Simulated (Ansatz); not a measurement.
Z-matrix (Å, degrees):
```
C
O 1 1.400
C 1 1.451 2 58.8
Cl 1 1.744 2 117.1 3 111.3
H 1 1.084 2 116.4 3 -111.9
Cl 3 1.744 1 120.9 2 -105.0
H 3 1.084 1 121.1 2 103.9
```

Total charge 0; spin multiplicity 1.

(1) List the PBE0/def2-TZVPP orbital energies in eV (Ansatz 0.2.0). (An estimate is asked.)

## Answers

(1) Computed: Occupied: -2768.02, -2768.02, -524.49, -281.94, -281.93, -259.84, -259.84, -198.18, -198.18, -197.95, -197.95, -197.95, -197.95, -32.15, -24.51, -24.32, -19.31, -18.28, -15.24, -15.04, -13.13, -12.15, -11.62, -9.99, -9.67, -9.29, -9.16, -8.52. Lowest empty: 0.46, 0.69, 1.59, 2.04, 2.15, 2.73, 3.70, 4.86.
